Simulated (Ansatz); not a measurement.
# GeH, quartet: the ladder up to full CI

Geometry: a point of a stretch scan, not a stationary point.

```json
{"atom": "Ge", "x (Å)": "0.0000", "y (Å)": "0.0000", "z (Å)": "0.0000"}
{"atom": "H", "x (Å)": "0.0000", "y (Å)": "0.0000", "z (Å)": "2.8710"}
```

Basis cc-pVTZ; Ansatz 0.2.0. Correlated methods freeze the noble-gas cores and the filled d shells of p-block atoms, which leaves 5 electrons in 43 orbitals. R marks a restricted (for open shells ROHF) determinant, U an unrestricted one. Active spaces: valence = (5e, 5o) chosen from the atoms' valence shells. No spin–orbit coupling is included, and no scalar relativity.

Full CI is exact within this basis and frozen core; it isn't the basis-set limit. The frozen core follows each run's orbitals, which can shift R against U totals by a few meV for light atoms and by up to 0.1 eV past Ca.

For open shells CISD is restricted-active-space CI with the open shells as a complete middle space.

```
UHF ⟨S²⟩                          : 3.761
T1 diagnostic (RCCSD)             : 0.0192
largest doubles amplitude (RCCSD) : 0.067
```

```json
{"level": "RHF", "E − E(full CI) (mEh)": "72.45", "share of correlation (%)": "0.00", "wall time": "–"}
{"level": "RMP2", "E − E(full CI) (mEh)": "17.50", "share of correlation (%)": "75.84", "wall time": "–"}
{"level": "CISD", "E − E(full CI) (mEh)": "2.53", "share of correlation (%)": "96.51", "wall time": "1.3 s"}
{"level": "RCCSD", "E − E(full CI) (mEh)": "2.63", "share of correlation (%)": "96.37", "wall time": "–"}
{"level": "RCCSD(T)", "E − E(full CI) (mEh)": "0.57", "share of correlation (%)": "99.21", "wall time": "3.1 s"}
{"level": "BCCD(T)", "E − E(full CI) (mEh)": "0.58", "share of correlation (%)": "99.20", "wall time": "2.7 s"}
{"level": "RCCSDT", "E − E(full CI) (mEh)": "0.04", "share of correlation (%)": "99.94", "wall time": "–"}
{"level": "RCCSDT(Q)", "E − E(full CI) (mEh)": "0.00", "share of correlation (%)": "100.00", "wall time": "9 s"}
{"level": "CASSCF (valence space)", "E − E(full CI) (mEh)": "60.36", "share of correlation (%)": "16.69", "wall time": "–"}
{"level": "NEVPT2 (valence space)", "E − E(full CI) (mEh)": "14.09", "share of correlation (%)": "80.55", "wall time": "1.4 s"}
{"level": "MRCISD (valence space)", "E − E(full CI) (mEh)": "2.61", "share of correlation (%)": "96.39", "wall time": "–"}
{"level": "MRCISD+Q (valence space)", "E − E(full CI) (mEh)": "-0.19", "share of correlation (%)": "100.26", "wall time": "1.7 s"}
{"level": "MRCISD+Q(relaxed) (valence space)", "E − E(full CI) (mEh)": "-0.63", "share of correlation (%)": "100.87", "wall time": "1.8 s"}
```

The correlation energy at full CI, counted from RHF, is -1.971 eV. That run took 40 s on 1 thread of AMD EPYC 9R14, shared host over 1,326,860 determinants.

Run but not shown, since their state or frozen core can't be matched to the reference's or they repeat it: UHF, UMP2, UCCSD, UCCSD(T), UCCSDT, UCCSDT(Q).

Times hold each run's SCF and search for its determinant on a shared host, so for small cases they say little of a method's own cost; they ran on 1 thread of AMD EPYC 9R14.

Not variational, and here over 5 meV under the exact energy: MRCISD+Q (valence space), MRCISD+Q(relaxed) (valence space).

The full-CI state has the irrep A2 of C2v, in the program's axes (one component, if the state is degenerate).

Natural occupations of full CI about the gap: 1.921 0.999 0.985 0.985 0.040 0.012 0.012 0.008 0.008 0.007; effectively unpaired electrons, Σ n²(2−n)², 3.03.
